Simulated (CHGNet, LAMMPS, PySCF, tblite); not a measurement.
## How well does each level of theory give the equilibrium lattice constant a of rock-salt KCl?

Reference value: 6.248 Å (measured, low temperature, zero-point motion not removed; as tabulated in Doll and Stoll (1997), arXiv:cond-mat/9707218).

Question: Put these levels in order of the equilibrium lattice constant a that they give for rock-salt KCl, smallest first: CHGNet 0.3.0, GFN1-xTB (tblite), MP2 (PySCF), ionic model joung2008 (rigid ions, set for SPC/E water, LAMMPS).

Answer: GFN1-xTB (5.811 Å), MP2 (6.171 Å), ionic model joung2008 (6.316 Å), CHGNet 0.3.0 (6.379 Å)

Differences against the reference: ionic model joung2008 +1.09 %, GFN1-xTB -6.99 %, CHGNet 0.3.0 +2.10 %, MP2 -1.23 %.

The measured value isn't corrected to a static lattice, so vibrations enter the comparison. A static lattice is as a rule a little smaller than the measured one.  A ± on a computed value is a rough bar: the spread of its extrapolation, a floor set from checks against published values, or a statistical error. GFN1-xTB: the cell moved over 20 % in volume from its start. GFN1-xTB: the method was fitted mainly to molecules. GFN1-xTB: the run uses a supercell at the zone centre in place of a k mesh.

Empirical potentials (ionic model joung2008) are fitted to chosen data: where that held the value shown, agreement is built in, and what lay outside the fit can be far off. Machine-learned potentials (CHGNet 0.3.0) are trained on DFT data: a solid inside that data is no test of them.

Differences are worked out from the printed values.
